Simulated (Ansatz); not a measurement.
We consider rutile PbO₂, described by LDA+SOC (PAW; Ansatz, an electronic-structure program).

The input as run:

Ansatz 0.2 input:
```yaml
crystal:
  lattice:
    - [4.9578, 0.0, 0.0]
    - [0.0, 4.9578, 0.0]
    - [0.0, 0.0, 3.3878]
  atoms:
    - { symbol: Pb, position: [0.0, 0.0, 0.0] }
    - { symbol: Pb, position: [0.5, 0.5, 0.5] }
    - { symbol: O, position: [0.3070969142, 0.3070969142, 0.0] }
    - { symbol: O, position: [0.8070969142, 0.1929030858, 0.5] }
    - { symbol: O, position: [0.1929030858, 0.8070969142, 0.5] }
    - { symbol: O, position: [0.6929030858, 0.6929030858, 0.0] }
basis:
  ecutwfc: 520
  ecutrho_ratio: 4
  xc_grid: 2
kpoints:
  mp_grid: { grid: [12, 12, 16] }
hamiltonian:
  xc: lda
  dispersion: none
  pseudopotentials: { kind: paw }
scf:
  occupations: { method: fermi_dirac, width: 0.05 }
  convergence: { dr2_threshold: 0.0000000006 }
output:
  forces: true
  stress: true
  eigenvalues: true
magnetization:
  noncollinear: true
  spin_orbit: true
```

Task: How many irreducible k-points, plane waves at Γ does the program set up, and what pressure does the run end with?

Result: 252 irreducible k-points, 2249 plane waves at Γ; P = -1.44 GPa, so the cell is stretched on average and its volume would shrink at this level.

Excerpt of the program's output:

```
Crystal: 6 atoms, lattice volume = 83.271 Å³
Basis set: ecut = 520 eV, 2249 PW (Γ), exchange–correlation on 80×80×54 points (8 copies of the dense FFT grid, shifted against one another)
Bands: 64, of which v1, the nominal top of the filled ones, is band 52 counted from 1 (51 counted from 0)
Symmetry: 16 space group operations + 16 with time reversal
k-points: 252 of 2304
Initial density: superposition of atomic densities (chi_scale 0.1, normalization cell, long waves kept (reshape's long-wave potential 0.00 eV rms))
Functional: x = slater, c = lda
spin=Noncollinear: Kerker preconditioning applied to the charge; magnetization (m_x, m_y, m_z) channels mix plain (no charge-response kernel on spin).
SCF 1 converged in 11 iterations: F = -25494.085925 eV  dr2 = 2.06e-11
SCF converged after 11 iterations
Free energy (F): -25494.085925 eV
Internal energy: -25494.082417 eV  (E = F + TS)
E sigma→0 (E₀):  -25494.084171 eV
Fermi energy:    7.837574 eV
--- Forces (eV/Å), atoms counted from 1 ---
  atom   1  Pb     0.00000000    -0.00000000     0.00000000
  atom   2  Pb     0.00000000     0.00000000     0.00000000
  atom   3  O      0.03722059     0.03722059     0.00000000
  atom   4  O      0.03722059    -0.03722059     0.00000000
  atom   5  O     -0.03722059     0.03722059     0.00000000
  atom   6  O     -0.03722059    -0.03722059     0.00000000
--- Stress (GPa, compression-positive) ---
       -1.440979       0.000000       0.000000
        0.000000      -1.440979       0.000000
        0.000000       0.000000      -1.445975
  P = ⅓ Tr σ = -1.4426 GPa (-14.426 kbar)
```

The PAW data were made under PBE.

Note: cell and atoms aren't relaxed at this level (largest force component 0.04 eV/Å, pressure -1.4 GPa).

The result took about 2.9 core-minutes (a rough figure).
